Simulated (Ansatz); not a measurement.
# CH₃NSi: functionals against CCSD(T) at one geometry

An exercise on one series of results from a longer session: the logs are not shown, and one member is left open.

Method: single points in def2-TZVPP; program: Ansatz 0.2.0, Gaussian basis.

Correlated methods freeze the cores.

## The system as given

6 atoms, charge 0, spin multiplicity 1.

Atoms are counted from 1 here; the program's logs count them from 0.

Bond lengths: C1–Si2 1.878 Å, C1–H4 1.182 Å, Si2–N3 1.792 Å, Si2–H5 1.491 Å, N3–H6 1.072 Å. Angles: Si2–C1–H4 115.7°, C1–Si2–N3 56.2°, C1–Si2–H5 177.5°, N3–Si2–H5 125.1°, Si2–N3–H6 125.6°.

As a file:

```mol
CH3NSi
  3D, bonds by distance, orders not assigned

  6  5  0  0  0  0  0  0  0  0999 V2000
   -0.6064   -1.0340    0.0206 C   0  0
    0.6860    0.1044   -0.7286 Si  0  0
   -0.2378    0.4868    0.7587 N   0  0
   -1.7014   -0.9170   -0.4079 H   0  0
    1.7553    0.9599   -1.3188 H   0  0
    0.1275    0.3896    1.7622 H   0  0
  1  2  8  0
  1  4  8  0
  2  3  8  0
  2  5  8  0
  3  6  8  0
M  END
```

Set-up of the first run:

Input file run/in.yaml:

```yaml
crystal:
  periodic: [false, false, false]
  atoms:
    - {symbol: C, position_ang: [-0.606400, -1.034000, 0.020600]}
    - {symbol: Si, position_ang: [0.686000, 0.104400, -0.728600]}
    - {symbol: N, position_ang: [-0.237800, 0.486800, 0.758700]}
    - {symbol: H, position_ang: [-1.701400, -0.917000, -0.407900]}
    - {symbol: H, position_ang: [1.755300, 0.959900, -1.318800]}
    - {symbol: H, position_ang: [0.127500, 0.389600, 1.762200]}
basis:
  gaussian: {orbitals: def2-TZVPP}
correlation: {method: ccsd_t}
output: {forces: true}
```

No record of the launch command was kept for these runs.

Steps of the session up to this table: CCSD(T)/def2-TZVPP; PBE0-D4/def2-TZVPP; wB97M-V/def2-TZVPP; r2SCAN-D4/def2-TZVPP; PBE-D4/def2-TZVPP; BHLYP-D4/def2-TZVPP; r2SCANh-D4/def2-TZVPP.

One of the session's tables, all rows but one given; the rest of the session is left out.

| method | RMS force component (eV/Å) | angle to CCSD(T) forces (°) | dipole (D) |
| --- | --- | --- | --- |
| CCSD(T) | 1.288 | reference | 2.94 |
| PBE0-D4 | 1.458 | 8.5 | 3.28 |
| wB97M-V | 1.458 | 8.9 | 3.47 |
| r2SCAN-D4 | 1.376 | 6.8 | 3.13 |
| PBE-D4 | 1.239 | 8.1 | 2.97 |
| BHLYP-D4 | 1.587 | 9.6 | 3.57 |
| r2SCANh-D4 | ? | ? | ? |

Estimate the missing values for r2SCANh-D4.

**Answer.** RMS force component (eV/Å): 1.441; angle to CCSD(T) forces (°): 7.0; dipole (D): 3.23. In the column «RMS force component (eV/Å)» it lies between r2SCAN-D4 (1.376) and PBE0-D4 (1.458).
